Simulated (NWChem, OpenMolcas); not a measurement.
## AlH3 (SMILES [AlH3]): the lowest excitation energy, rung by rung

The species is AlH3 (4 atoms), meant as a singlet with charge 0. SMILES: `[AlH3]`. Geometry: relaxed at PBE0-D4/def2-TZVP.

| atom | x (Å) | y (Å) | z (Å) |
| --- | --- | --- | --- |
| Al | 0.0137 | -0.0148 | -0.0051 |
| H | 0.6332 | 0.6709 | 1.2836 |
| H | -1.3408 | -0.8320 | 0.1051 |
| H | 0.7494 | 0.1157 | -1.4039 |

Quantity: the lowest excitation energy, in eV. The values are calculated.

```tsv
level	kind	program	value (eV)	CPU time
TD-B1LYP/6-311++G**	perturbation theory	NWChem	5.25	39 s
CASPT2(6,7)/3-21G	multireference	OpenMolcas	5.11	3.6 s
CASPT2(6,7)/pcseg-0	multireference	OpenMolcas	5.14	3.6 s
EOM-CCSD/cc-pVDZ-DK (DKH3)	coupled cluster or CI	NWChem	5.54	7.5 s
FCI/3-21G	exact in the basis	OpenMolcas	5.13	3.7 s
FCI/pcseg-0	exact in the basis	OpenMolcas	5.16	3.6 s
```

The values span 5.11 to 5.54 eV. High-level rows in very small sets aren't better than simpler rows in larger ones. CPU times are rough (shared hosts, several kinds of processor): they show what a rung costs within a factor of a few.
